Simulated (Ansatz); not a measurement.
Reaction (SMILES): C=CF → C=[C-]F + H+
B3LYP-D3(BJ)/def2-TZVP geometries, fixed; electronic energies without zero-point terms.
Largest species:
```
C
C 1 1.3174
F 1 1.3475 2 122.16
H 2 1.0798 1 119.40 3 180.00
H 2 1.0810 4 119.01 1 180.00
H 1 1.0823 2 126.09 4 0.00
```

Basis-set convergence of the deprotonation energy at MP2 with Ansatz (a program for electronic structure). Cartesian d functions, on some or all atoms, in 6-31G*; all else is spherical. Cores are frozen. The proton leaves the site shown, which need not be the most acidic. No added dispersion term, no relativity. Functions are those of the species that has most. Reference: Hartree-Fock in aug-cc-pVQZ plus the correlation part extrapolated as X^-3 from aug-cc-pVTZ and aug-cc-pVQZ, 398.00 kcal/mol, itself unsure by roughly 0.12 kcal/mol (a third of the extrapolation step and of the last Hartree-Fock step). Deviations are taken from unrounded values.

```json
[
 {"basis": "STO-3G", "functions": "18", "deprotonation energy (kcal/mol)": "519.52", "minus reference (kcal/mol)": "121.52"},
 {"basis": "3-21G", "functions": "33", "deprotonation energy (kcal/mol)": "422.99", "minus reference (kcal/mol)": "24.99"},
 {"basis": "6-31G", "functions": "33", "deprotonation energy (kcal/mol)": "412.56", "minus reference (kcal/mol)": "14.56"},
 {"basis": "6-31G*", "functions": "51", "deprotonation energy (kcal/mol)": "417.49", "minus reference (kcal/mol)": "19.49"},
 {"basis": "cc-pVDZ", "functions": "57", "deprotonation energy (kcal/mol)": "413.46", "minus reference (kcal/mol)": "15.46"},
 {"basis": "def2-SVP", "functions": "57", "deprotonation energy (kcal/mol)": "414.63", "minus reference (kcal/mol)": "16.62"},
 {"basis": "6-311+G**", "functions": "84", "deprotonation energy (kcal/mol)": "398.49", "minus reference (kcal/mol)": "0.48"},
 {"basis": "def2-TZVP", "functions": "111", "deprotonation energy (kcal/mol)": "401.66", "minus reference (kcal/mol)": "3.66"},
 {"basis": "jun-cc-pV(T+d)Z", "functions": "159", "deprotonation energy (kcal/mol)": "398.30", "minus reference (kcal/mol)": "0.30"},
 {"basis": "6-311++G(3df,3pd)", "functions": "171", "deprotonation energy (kcal/mol)": "398.96", "minus reference (kcal/mol)": "0.96"},
 {"basis": "aug-pcseg-2", "functions": "207", "deprotonation energy (kcal/mol)": "399.09", "minus reference (kcal/mol)": "1.09"},
 {"basis": "cc-pVQZ", "functions": "255", "deprotonation energy (kcal/mol)": "402.50", "minus reference (kcal/mol)": "4.49"},
 {"basis": "aug-cc-pVQZ", "functions": "378", "deprotonation energy (kcal/mol)": "397.97", "minus reference (kcal/mol)": "-0.04"}
]
```
